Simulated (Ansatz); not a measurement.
## doublet CH₄B: levels of theory in one basis

```xyz
6

C     0.7133    0.0000    0.0000
B    -0.8130    0.0000    0.0000
H     1.3075   -0.9074   -0.0836
H     1.3075    0.9074    0.0836
H    -1.4150    1.0272   -0.0738
H    -1.4150   -1.0272    0.0739
```

Basis set: cc-pVTZ (spherical functions). Frozen core: 2 orbitals. Correlation on ROHF uses semicanonical orbitals with singles. Charge 0, multiplicity 2.

Computed with Ansatz (development build ahead of 0.2.0); each method stands on the lowest determinant of its kind that the runs found.

| method | E − E(ROHF) (eV) | <S²> of the determinant |
| --- | --- | --- |
| ROHF | 0.00 | 0.75 |
| UHF | -0.09 | 0.76 |
| ROHF-MP2 | -6.87 | – |
| UHF-MP2 | -6.86 | 0.76 |
| ROHF-CCSD | -7.75 | – |
| UHF-CCSD | -7.76 | 0.76 |

Q: What does ROHF-CCSD(T) give on the same scale?

A: -7.99 eV.

Q: Is a single determinant a sound starting point here?

A: By this sign, yes. Unrestricted orbitals gain 0.09 eV and <S²> is 0.76 against 0.75 for a pure state.
